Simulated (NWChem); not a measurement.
Basis-set dependence for H₂P

```xyz
3

P      0.0000     0.0000     0.1196
H      1.0289     0.0000    -0.8970
H     -1.0289     0.0000    -0.8970
```
Charge 0, spin multiplicity 2.

Program: NWChem. Structure: optimised with UPBE/def2-SVP, a minimum by its harmonic frequencies.

Hartree-Fock energies in Ha, correlation energies in mHa.

The correlated methods keep 5 core orbitals frozen. The structure started from a generated list of species. The unpaired electrons of the parent sit in orbitals of symmetry b2 (C2v labels of the run); other states weren't searched. The stability of the SCF solutions was not checked. Open-shell Hartree-Fock references start from PBE0 orbitals. Coupled-cluster values serve here as a point of comparison, not as the truth.

```
basis    functions         UHF    UMP2  SCS-UMP2  CCSD on ROHF  CCSD[T] on ROHF  CCSD(T) on ROHF  CCSD on UHF  CCSD[T] on UHF  CCSD(T) on UHF  CCSDT on ROHF  URI-MP2
-------  ---------  ----------  ------  --------  ------------  ---------------  ---------------  -----------  --------------  --------------  -------------  -------
STO-3G          11  -338.02561   -29.2     -34.9         -47.2            -47.2            -47.2        -45.5           -45.5           -45.5          -47.2  not run
cc-pVDZ         28  -341.87150  -107.8    -112.8        -138.6           -141.7           -141.7       -134.2          -137.1          -137.1         -142.2   -107.8
cc-pVTZ         62  -341.88595  -137.5    -144.3        -169.8           -175.9           -175.8       -164.5          -170.3          -170.2        not run   -137.5
cc-pVQZ        119  -341.89018  -147.4    -155.5        -178.0           -184.9           -184.9      not run         not run         not run        not run   -147.4
```

From cc-pVTZ to cc-pVQZ the Hartree-Fock energy moves by -4.2 mHa and the UMP2 correlation energy by -9.9 mHa, which is 7 % of its value in the larger set.
